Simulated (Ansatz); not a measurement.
Born–Oppenheimer molecular dynamics of CH6Si (8 atoms, charge 0, multiplicity 1). It starts at the highest image of a converged band, a first-order saddle point between two minima.

Method: RKS revPBE-D4/def2-TZVP in Ansatz.

| Property | Result |
| --- | --- |
| ensemble | NVE (velocity Verlet) |
| time step | 0.5 fs |
| steps asked | 200 |
| starting velocities drawn for | 300 K |
| seed | 3282 |

First frame:

```xyz
8
Properties=species:S:1:pos:R:3
Si 0.257 0.022 -0.517
C 1.012 0.007 1.718
H 0.017 -0.127 2.147
H 1.666 -0.842 1.938
H 1.455 0.966 2.006
H 1.587 0.110 0.234
H -0.655 1.136 -0.079
H -0.436 -1.272 -0.185
```

(1) What does the run give?

(2) What happens to the structure?

(3) How do temperature and energy run in time?

Results:

(1) All steps were run.

```json
{
 "steps done": "200",
 "time covered": "100 fs",
 "mean temperature over the second half": "696 K",
 "spread of the potential energy over the second half": "9.3 meV per atom",
 "mean potential energy of the second half above the start": "-38.4 meV per atom"
}
```

The conserved energy stayed within 0.37 meV per atom of its start (net change 0.13 meV per atom), so the integration is sound. The kinetic energy rose, since the run started high on the potential surface and went downhill. It ends in pieces (CH4 + H2Si), so much of that is their flight and rotation, not heat. A run of 0.1 ps of so small a system gives no equilibrium averages. The orbitals stay closed-shell, which can raise the energy where a bond breaks towards radicals; this wasn't checked here.

(2) Between its relaxed ends the band would form C2–H6 and break Si1–C2, Si1–H6. These pairs go: C2–H6 1.59 → 1.21 Å, Si1–C2 2.36 → 4.24 Å, Si1–H6 1.53 → 5.25 Å. In the last frame they stand as after the step (other bonds may differ from the relaxed reactants and products). It ends as CH4 + H2Si. Pairs count as bonded within 1.25 times the sum of covalent radii (0.12 Å more for H–H). This is one draw of velocities; another would differ in detail.

(3) 
```csv
time (fs),T (K),potential energy less start (eV),conserved less start (meV/atom)
0,300,0.000,0.00
5,236,0.050,0.05
10,467,-0.130,-0.01
15,599,-0.232,-0.03
20,584,-0.220,0.13
25,897,-0.463,-0.08
30,951,-0.506,-0.13
35,771,-0.364,0.15
40,801,-0.388,0.04
45,753,-0.350,0.18
50,654,-0.272,0.31
55,718,-0.323,0.13
60,746,-0.347,-0.15
65,737,-0.339,-0.03
70,865,-0.440,-0.26
75,754,-0.354,-0.21
80,752,-0.351,-0.04
85,697,-0.309,-0.13
90,574,-0.212,0.11
95,600,-0.231,0.19
100,560,-0.201,0.13
```

The run took 3.3 min on 2 threads of Arm Neoverse V1, on a shared host, peak memory 0.14 GiB.
